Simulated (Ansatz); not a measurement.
SiH₅O, doublet: a nudged elastic band.

in.yaml

```yaml
crystal:
  periodic: [false, false, false]
  atoms:
    - {symbol: H, position_ang: [-0.557044, -0.483496, 0.777930]}
    - {symbol: Si, position_ang: [0.367304, 0.397069, 0.028404]}
    - {symbol: O, position_ang: [0.152572, 0.027780, -1.563137]}
    - {symbol: H, position_ang: [-2.454198, -2.418476, 2.188981]}
    - {symbol: H, position_ang: [0.046592, 1.823632, 0.309727]}
    - {symbol: H, position_ang: [1.768747, 0.148799, 0.465882]}
    - {symbol: H, position_ang: [0.676027, 0.504693, -2.207686]}
basis:
  gaussian: {orbitals: def2-SVP}
magnetization: {spin_polarized: true, initial_magnetization: 1}
hamiltonian: {xc: pbe0, dispersion: d4}
neb:
  images: 5
  climbing: true
  max_iterations: 30
  initial_path: idpp
  climb: true
  final_atoms:
    - {symbol: H, position_ang: [-1.535232, -1.556884, 1.463714]}
    - {symbol: Si, position_ang: [0.258210, 0.670791, -0.215195]}
    - {symbol: O, position_ang: [0.651846, 0.900579, -1.802827]}
    - {symbol: H, position_ang: [-1.719086, -2.047033, 1.997285]}
    - {symbol: H, position_ang: [0.143378, 2.032073, 0.372520]}
    - {symbol: H, position_ang: [1.308227, -0.124181, 0.496171]}
    - {symbol: H, position_ang: [0.892659, 0.124656, -2.311567]}
```

Command:

```bash
ansatz run in.yaml --threads 2 --pin off --events-out ev --progress --plain --max-ram 4352MiB
```

The run's output (Ansatz 0.2.0):

```
Error: YAML parse error: error: line 20 column 3: unknown field `climb`, expected one of images, spring, climbing, order_check, relax_end_points, f_tol, exx_force_gate, max_iterations, max_displacement, density_extrapolation, optimiser, initial_path, freeze_fraction, magnetization_jump, magnetization_bend, levels_near_fermi, parallel_images, constraints, final_atoms
  --> <input>:20:3
   |
18 |   max_iterations: 30
19 |   initial_path: idpp
20 |   climb: true
   |   ^ unknown field `climb`, expected one of images, spring, climbing, order_check, relax_end_points, f_tol, exx_force_gate, max_iterations, max_displacement, density_extrapolation, optimiser, initial_path, freeze_fraction, magnetization_jump, magnetization_bend, levels_near_fermi, parallel_images, constraints, final_atoms
21 |   final_atoms:
22 |     - {symbol: H, position_ang: [-1.535232, -1.556884, 1.463714]}
   |
```

Hardware: 2 CPU threads of an Arm Neoverse V2, shared host. Wall time about 0.05 s.


The program refused the input. The block holds a key that the program does not know.